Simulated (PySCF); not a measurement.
# Orbital picture of AlO

PW91 at R = 1.624 Å; basis Al def2-TZVPPD, O def2-TZVPPD; no relativity; PySCF 2.14. State: ²Σ⁺ (doublet), unpaired electrons σ ↑. Only the outer orbitals are listed, counted within each symmetry.

```json
{"spin": "α", "orbital": "5σ", "occ.": "1", "ε (eV)": "-21.90", "on Al (%)": "14", "main shells (%)": "84 O s"}
{"spin": "α", "orbital": "6σ", "occ.": "1", "ε (eV)": "-9.02", "on Al (%)": "49", "main shells (%)": "49 Al s, 46 O p"}
{"spin": "α", "orbital": "2π", "occ.": "1", "ε (eV)": "-6.75", "on Al (%)": "17", "main shells (%)": "82 O p, 14 Al p"}
{"spin": "α", "orbital": "2π", "occ.": "1", "ε (eV)": "-6.75", "on Al (%)": "17", "main shells (%)": "82 O p, 14 Al p"}
{"spin": "α", "orbital": "7σ", "occ.": "1", "ε (eV)": "-6.67", "on Al (%)": "67", "main shells (%)": "37 Al s, 29 O p, 29 Al p"}
{"spin": "α", "orbital": "3π", "occ.": "0", "ε (eV)": "-2.38", "on Al (%)": "89", "main shells (%)": "76 Al p, 13 Al d, 10 O p"}
{"spin": "α", "orbital": "3π", "occ.": "0", "ε (eV)": "-2.38", "on Al (%)": "89", "main shells (%)": "76 Al p, 13 Al d, 10 O p"}
{"spin": "β", "orbital": "5σ", "occ.": "1", "ε (eV)": "-21.32", "on Al (%)": "15", "main shells (%)": "84 O s"}
{"spin": "β", "orbital": "6σ", "occ.": "1", "ε (eV)": "-8.07", "on Al (%)": "52", "main shells (%)": "52 Al s, 44 O p"}
{"spin": "β", "orbital": "2π", "occ.": "1", "ε (eV)": "-6.56", "on Al (%)": "17", "main shells (%)": "82 O p, 13 Al p"}
{"spin": "β", "orbital": "2π", "occ.": "1", "ε (eV)": "-6.56", "on Al (%)": "17", "main shells (%)": "82 O p, 13 Al p"}
{"spin": "β", "orbital": "7σ", "occ.": "0", "ε (eV)": "-5.33", "on Al (%)": "65", "main shells (%)": "39 Al s, 30 O p, 25 Al p"}
{"spin": "β", "orbital": "3π", "occ.": "0", "ε (eV)": "-1.67", "on Al (%)": "90", "main shells (%)": "82 Al p, 10 O p, 8 Al d"}
{"spin": "β", "orbital": "3π", "occ.": "0", "ε (eV)": "-1.67", "on Al (%)": "90", "main shells (%)": "82 Al p, 10 O p, 8 Al d"}
```

Which are the highest filled and the lowest empty level, where do they sit, and how wide is the gap?

Highest filled β 2π at -6.56 eV (in %: 82 O p, 13 Al p); lowest empty β 7σ at -5.33 eV (in %: 39 Al s, 30 O p, 25 Al p); the gap at PW91 is 1.23 eV.

```
bond order (Mayer)                              : 2.05
⟨S²⟩                                            : 0.755
charge on Al (Mulliken, basis-dependent)        : 0.30
charge on Al (Löwdin, basis-dependent)          : 0.57
dipole moment (positive dipole means Al(−)O(+)) : -4.20 D
```

The state was picked by a PBE0 search and need not be the measured ground state.
